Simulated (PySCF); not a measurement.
Diamond was calculated with MP2 (GTH pseudopotentials, Gaussian basis; PySCF).

The cell has the measured lattice parameters. Conventional cell: a = 3.5670 Å, b = 3.5670 Å, c = 3.5670 Å, α = 90.00°, β = 90.00°, γ = 90.00°.

The correlation energy at a fixed k mesh 2×2×2:

| basis | value (eV/atom) |
|---|---|
| DZ | -3.1900 |
| TZ | -3.9434 |
| QZ | -4.1854 |

Q: Taking the value to converge with the cardinal number X as X^(−3), extrapolate from the last two rows.

A: With y = y∞ + c/w and weights w = 27 and 64 for the last two rows, y∞ = (w2 y2 − w1 y1)/(w2 − w1) = (64 × -4.1854 − 27 × -3.9434)/37 = -4.3620 eV/atom, which lies 0.1766 beyond the last row. Successive pairs of rows give -4.2606, -4.3620. The limit also hangs on the law assumed, so its last digits aren't firm.

The other settings are not extrapolated, so this is the limit in one setting alone.
